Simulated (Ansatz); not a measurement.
**HGe–O–Si, quartet: the ladder up to UCCSDT(Q)**

Geometry: a PBE0/def2-TZVP stationary point for this spin, not checked as a minimum. The doublet lies 1.4 eV lower here.

```yaml
atoms:
  - { symbol: Ge, position_ang: [0.0000, 0.0048, 1.0212] }
  - { symbol: O, position_ang: [0.0000, -0.3597, -0.7184] }
  - { symbol: Si, position_ang: [0.0000, 0.1377, -2.2822] }
  - { symbol: H, position_ang: [0.0000, 1.5230, 1.3966] }
```

Basis cc-pVDZ; Ansatz 0.2.0. Only valence electrons are correlated (noble-gas cores and the filled d shells of p-block atoms frozen), which leaves 15 electrons in 44 orbitals. R marks a restricted (for open shells ROHF) determinant, U an unrestricted one. No spin–orbit coupling is included, and no scalar relativity.

Full CI isn't at hand for all of this; UCCSDT(Q) serves as the reference, and is uncertain by the last step of the cluster series or more. The frozen core follows each run's orbitals, which can shift R against U totals by a few meV for light atoms and by up to 0.1 eV past Ca.

* UHF ⟨S²⟩: 3.775
* T1 diagnostic (RCCSD): 0.0298
* largest doubles amplitude (RCCSD): 0.079
* T1 diagnostic (UCCSD): 0.0262

```json
{"level": "UMP2", "E − E(UHF) (eV)": "-8.2533"}
{"level": "UCCSD", "E − E(UHF) (eV)": "-9.0094"}
{"level": "UCCSD(T)", "E − E(UHF) (eV)": "-9.2880"}
```

Q: Estimate how far UCCSDT(Q) in cc-pVDZ lies from UCCSD(T). The table doesn't fix it; the size of (T) and the diagnostics are the guide.

A: UCCSDT(Q) in cc-pVDZ lies 6.0 kJ/mol below UCCSD(T), which is 22 % of the (T) step (-26.9 kJ/mol). The diagnostics are small and the rest is a small part of (T), but (T) is large here. The miss exceeds 1 kcal/mol.

The other levels:

```csv
level,E − E(UCCSDT(Q)) (kJ/mol),wall time
UCCSDT,3.0,–
```

Run but not shown, since their state, orbitals or frozen core can't be matched to the reference's or they repeat it: RHF, RMP2, RCCSD, RCCSD(T), BCCD(T), RCCSDT, RCCSDT(Q).
